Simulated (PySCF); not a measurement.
B3LYP has the VWN-RPA correlation part, as in Gaussian. Delta-SCF ions had no search for a lower state. Excitations are Tamm–Dancoff values on a coarser integration grid. The basis has no diffuse functions, so Rydberg states are missing or too high.

C₂H₅NO, SMILES `CC(=O)N` (O–C–N–H torsion 180°) (charge 0, multiplicity 1)

The numbers are results of B3LYP-D3(BJ)/def2-TZVP (PySCF), not measurements.

```yaml
HOMO: -7.07 eV
dipole_moment: 3.92 D
LUMO: 0.42 eV
HOMO–LUMO gap: 7.49 eV
S1 excitation (TDA): 5.71 eV
S1 oscillator strength: 0.001
T1 excitation (TDA): 5.18 eV
S1–T1 gap (TDA): 0.53 eV
vertical ionisation energy (Delta-SCF): 9.78 eV
total_energy: -209.3181 Ha
cost: very roughly 100 core-seconds
```

```xyz
9

C     -1.0716    -0.2477    -0.1389
C      0.1556     0.5544     0.2488
N      1.3466    -0.0662     0.0065
O      0.0941     1.6651     0.7372
H     -1.9583     0.3356     0.0912
H     -1.1061    -1.1903     0.4114
H     -1.0592    -0.4816    -1.2054
H      1.4018    -0.9845    -0.3948
H      2.1972     0.4151     0.2439
```
Charge 0, spin multiplicity 1.
